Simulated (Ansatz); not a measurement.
C$_{2}$H$_{3}$F$_{2}$N (`N=CC(F)F`). The species carries charge 0 and has multiplicity 1. Geometry: relaxed with PBE0-D4/def2-TZVP. It is one conformer, not always the lowest.

```xyz
8

N     0.539   -1.348   -0.565
C     0.478   -0.306    0.138
C    -0.676    0.634   -0.050
F    -1.336    0.773    1.127
F    -0.205    1.860   -0.392
H     1.367   -1.900   -0.343
H     1.205    0.000    0.900
H    -1.372    0.286   -0.817
```

Question: What is the dipole moment at B3LYP/def2-TZVPP? (Estimate.)

Answer: Computed: 1.82 D, with components (1.47, -1.00, 0.39) D in this frame, pointing from negative to positive charge.

Question: And with PBE, r2SCAN, ωB97M-V? (An estimate is asked.)

Answer: The calculation gave: PBE 1.72 D, r2SCAN 1.77 D, ωB97M-V 1.84 D.

Question: Give the Mulliken charges with B3LYP, r2SCAN, ωB97M-V in def2-TZVPP. (An estimate is asked.)

Answer: Ansatz gave: 
```csv
atom,B3LYP,r2SCAN,ωB97M-V
N1,-0.21,-0.27,-0.20
C2,-0.09,-0.01,-0.07
C3,0.37,0.41,0.34
F4,-0.21,-0.20,-0.19
F5,-0.21,-0.20,-0.19
H6,0.16,0.17,0.14
H7,0.10,0.07,0.11
H8,0.08,0.04,0.08
```

B3LYP here is the variant with VWN-RPA as its local correlation; programs differ in this.
